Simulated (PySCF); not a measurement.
## What an electron can do to SiB

r²SCAN in PySCF with def2-TZVPPD on every atom, for the lowest determinant that a PBE0 search found; no spin–orbit coupling.

```
species  state (unpaired electrons)  Re (Å)  ωe (cm⁻¹)  energy of the minimum from the neutral (eV)  De (eV)  dissociates to
    SiB         quartet (σ ↑, π ↑↑)   1.908        769                                         0.00     3.72          Si + B
   SiB⁺          triplet (σ ↑, π ↑)   2.100        556                                         9.07     2.96         Si⁺ + B
   SiB⁻          triplet (σ ↑, π ↑)   1.856        826                                        -1.54     3.92         Si⁻ + B
```

Work out the lowest energy to break SiB into atoms, from its vibrational ground state.

D0 = De − ωe/2 = 3.72 − 0.05 = 3.67 eV (r²SCAN/def2-TZVPPD).

Work out the ionisation energy of the Si atom at this level and the threshold of dissociative ionisation.

IE(Si) = 9.07 + 2.96 − 3.72 = 8.31 eV, so Si⁺ + B + e⁻ appears at D0 + IE(Si) = 11.98 eV (r²SCAN/def2-TZVPPD). The measured IE(Si) is 8.152 eV (NIST ASD).

Work out the electron affinity of the Si atom and the threshold of dissociative attachment.

EA(Si) = 3.72 − 3.92 − (-1.54) = 1.34 eV, so Si⁻ + B needs D0 − EA(Si) = 2.33 eV (r²SCAN/def2-TZVPPD). The measured EA(Si) is 1.39 eV.

These are thermodynamic thresholds; the onsets seen under electron impact lie higher where the geometry changes, and cross-sections peak well above them.

For an ion De counts to the pair picked by the measured ionisation energies or electron affinities, which need not be the lowest pair at this level. The highest Kohn–Sham level is positive in this anion. Much of that is self-interaction error, but it also means that the finite basis helps to hold the extra electron. States were picked by a PBE0 search and need not be the measured ground states.
